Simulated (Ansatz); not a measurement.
# H₂N–C, Si–NH2: atomization energies

Ansatz 0.2.0, functionals in def2-QZVPP, HF, MP2 and coupled cluster extrapolated from def2-TZVPP and def2-QZVPP (exp(−7.88 √X), X^−2.97); geometries are PBE0/def2-TZVP minima. Wave-function levels freeze the cores; HF, MP2 and coupled cluster are restricted for singlets and unrestricted otherwise, atoms included (their steps beyond CCSDT(Q) come from restricted open-shell runs), Kohn–Sham unrestricted where that lies lower. The best estimate adds to that CCSD(T) limit the step from CCSD(T) to the highest level run in a smaller set (CCSDT(Q)/cc-pVDZ). It lacks core correlation, which semilocal and hybrid functionals hold and which counts in their errors here, (a few kJ/mol in atomization energies of light atoms) is good to about 1 kcal/mol where the step is under 0.06 eV, as here, and is no measured value. An error is the level's value less this estimate. Energies are electronic, without zero-point terms. No spin–orbit coupling and no scalar relativity. CCSD(T)'s error is that step with its sign reversed, by construction, and steps from double-zeta sets run high. The species are chosen: bound, without strong static correlation by their natural occupations or amplitudes, in their lowest spin state as far as vertical gaps and like structures tell, and with a ladder that closes on the reference, so errors are smaller than for species at large; levels whose determinant breaks symmetry or spin markedly are left out.

| species | bonds (Å) | quantity | symmetry of the states | reference | value (kJ/mol) | error MP2 | error CCSD(T) | error PBE | error B3LYP | error wB97M-V |
| --- | --- | --- | --- | --- | --- | --- | --- | --- | --- | --- |
| H2N–C, doublet | C–N 1.286, N–H 1.022, angles at N 114/123° | atomization | B2 | limit + step to CCSDT(Q)/cc-pVDZ | 1309.7 | 9.8 | -2.4 | 70.6 | 27.0 | 19.8 |
| Si–NH2, doublet | N–Si 1.705, N–H 1.010, angles at N 111/124° | atomization | B2 | limit + step to CCSDT(Q)/cc-pVDZ | 1205.0 | 6.5 | -2.3 | 30.8 | 10.4 | 12.3 |

The reference falls from C to Si, by 104.7 kJ/mol in all.
